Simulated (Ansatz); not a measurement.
Two structures of C2H4N, doublet, reached by relaxing down either side of one saddle point (PBE0-D4/def2-TZVP). Energies are electronic, without zero-point energy. Ansatz 0.2.0; basis: def2-TZVPP and def2-QZVPP; cores frozen in the correlated methods; orbitals are unrestricted. Extrapolation: Hartree–Fock as exp(−7.88 √X), correlation as X^−2.97. First:

H1  (-0.215, 1.095, 0.012)
C2  (0.628, 0.428, 0.198)
C3  (0.225, -0.950, 0.000)
N4  (-0.096, -2.041, -0.158)
H5  (-2.953, 0.210, -0.788)
H6  (0.974, 0.574, 1.223)
H7  (1.438, 0.684, -0.487)
(Å)

Second:

```
atom    x (Å)    y (Å)    z (Å)
  H1  -3.1727  -0.1004  -0.8681
  C2   1.9598   0.0626   0.5363
  C3   0.6330   0.0188   0.1731
  N4  -0.4896  -0.0179  -0.1342
  H5  -3.8934  -0.1228  -1.0653
  H6   2.2368   0.0184   1.5805
  H7   2.7261   0.1415  -0.2224
```

Task: Which bonds change from the first to the second?

Result: C₂H₃N (CC#N) + H → C₂H₂N ([CH2][C][N]) + H₂; bonds formed: H1–H5; bonds broken: H1–C2.

Task: Give the saddle point's structure and its height above each. (Judge from chemistry; the value comes from the calculation.)

Result: The calculation gives: 13.01 kcal/mol above the first and 18.33 kcal/mol above the second (CCSD(T) at an estimated basis limit (MP2 extrapolated from triple and quadruple zeta, plus CCSD(T) − MP2 in triple zeta)).
```
7
angstrom
H -0.9115 0.5916 -0.2094
C 0.3335 0.3156 0.1108
C 0.4857 -1.0967 0.0613
N 0.5723 -2.2456 0.0109
H -1.8053 0.8400 -0.4361
H 0.4248 0.7412 1.1071
H 0.9004 0.8539 -0.6448
```

No T1 diagnostic of these runs exceeds 0.034. ⟨S²⟩ of the unrestricted Hartree–Fock references: 0.75 to 0.94 (a pure state has 0.75). The unrestricted reference is spin-contaminated, which hurts MP2 most.

Labels in which every atom is bracketed show which atoms are joined, not bond orders.

For scale, one of the runs: CCSD(T)/def2-TZVPP, 149 basis functions, launched by `ansatz run in.yaml --threads 2 --pin off --events-out ev --progress --plain --max-ram 4352MiB`. Time: 45 s of wall clock on 2 CPU threads of an Arm Neoverse V2; the host was shared. Peak host memory: 2.3 GiB.
